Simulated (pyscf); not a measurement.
PySCF, gas phase, ωB97X-D3(BJ)/def2-SVP geometries.

Question: For H₃C–CH₂–O–SiH₂–O–SiH₃ + hydrogen (H₂) → H₃C–CH₂–O–SiH₃ + silanol (HO–SiH₃), a four-centre exchange (singlet surface; O–Si, H–H broken, H–Si, H–O formed), PBE/def2-TZVP gives ΔE‡ = 2.21 eV and ΔE = +0.97 eV (zero: the separated reactants). In which direction and how far do PBE0-D3(BJ)/def2-TZVP, M06-2X/def2-TZVP, ωB97M-D3(BJ)/def2-TZVP move these?

Answer: PBE0-D3(BJ): ΔE‡ = 2.34 eV, ΔE = +1.08 eV; M06-2X: ΔE‡ = 2.64 eV, ΔE = +1.27 eV; ωB97M-D3(BJ): ΔE‡ = 2.50 eV, ΔE = +1.13 eV. PBE's barrier lies under all of them, by 0.13 to 0.43 eV. Its reaction energy lies under all of them, by 0.11 to 0.31 eV. H₃C–CH₂–O–SiH₃ lies 0.79 eV over its isomer H₃C–CH₂–SiH₂–OH (electronic energy, ωB97M-D3(BJ)/def2-TZVP). This is the saddle that the search found; another between the same sides may lie lower.
